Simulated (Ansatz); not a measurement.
# NH3 (singlet): from Hartree-Fock to the top rungs, cc-pVQZ

An exercise on one series of results from a longer session: the logs are not shown, and one member is left open.

Computed with Ansatz 0.2.0, Gaussian basis. Level: cc-pVQZ, core rule «outside noble gas», up to 1 orbitals frozen.

To be run: UHF; CCSD(T) on RHF; BCCD(T) on RHF; CCSDT(Q) on RHF; CASSCF and MRCISD+Q, 8 electrons in 7 orbitals; CASSCF and MRCISD+Q(relaxed), 8 electrons in 7 orbitals; CASSCF and NEVPT2, 8 electrons in 7 orbitals.

10 further runs of the same task are left out: 1 that didn't finish, 9 set aside as unsound or not needed.

**What is computed**

The geometry is an MP2(full)/6-31G* stationary point (not a proven minimum).

4 atoms, charge 0, spin multiplicity 1.

Atoms are counted from 1 here; the program's logs count them from 0.

Bond lengths: N1–H2 1.017 Å, N1–H3 1.017 Å, N1–H4 1.017 Å. Angles: H2–N1–H3 106.3°, H2–N1–H4 106.3°, H3–N1–H4 106.3°.

As a file:

```xyz
4

N     0.0000    0.0000    0.0689
H     0.0000    0.9397   -0.3194
H     0.8138   -0.4699   -0.3194
H    -0.8138   -0.4699   -0.3194
```

The first run:

File in.yaml:

```yaml
crystal:
  periodic: [false, false, false]
  atoms:
    - {symbol: N, position_ang: [0.000000, 0.000000, 0.068943]}
    - {symbol: H, position_ang: [0.000000, 0.939731, -0.319354]}
    - {symbol: H, position_ang: [0.813831, -0.469865, -0.319354]}
    - {symbol: H, position_ang: [-0.813831, -0.469866, -0.319353]}
basis:
  gaussian: {orbitals: cc-pVQZ}
magnetization: {spin_polarized: true, initial_magnetization: 0}
hamiltonian: {xc: hf}
output: {orbitals: {seedname: orbitals}}
```

Run with:

```sh
$ ansatz run in.yaml --threads 1 --pin off --events-out ev --progress --plain --max-ram 3020MiB --backend cpu
```

Steps of the session up to this table: UHF; CCSD(T) on RHF; BCCD(T) on RHF; CCSDT(Q) on RHF; CASSCF and MRCISD+Q, 8 electrons in 7 orbitals; CASSCF and MRCISD+Q(relaxed), 8 electrons in 7 orbitals; CASSCF and NEVPT2, 8 electrons in 7 orbitals.

One table of the session follows, with a row left open; its other results are not shown here.

| method | from RCCSDT(Q) (meV) |
| --- | --- |
| RHF | +7369.1 |
| RMP2 | +516.1 |
| RCCSD | +251.8 |
| RCCSD(T) | +13.7 |
| BCCD(T) | +12.6 |
| RCCSDT | +9.6 |
| RCCSDT(Q) | 0 |
| CASSCF valence | +5316.3 |
| NEVPT2 valence | +925.2 |
| MRCISD valence | ? |
| MRCISD+Q valence | +33.6 |
| MRCISD+Q(relaxed) valence | +13.2 |

Q: Estimate the row for MRCISD valence from the others.

As computed: from RCCSDT(Q) (meV): +276.9. In the column «from RCCSDT(Q) (meV)» it lies between RCCSD (+251.8) and RMP2 (+516.1).

With the free atoms at the same levels and basis (separate runs), the atomisation energy is 12.747 eV at RCCSDT(Q), 12.744 eV at RCCSD(T), 8.684 eV at RHF.
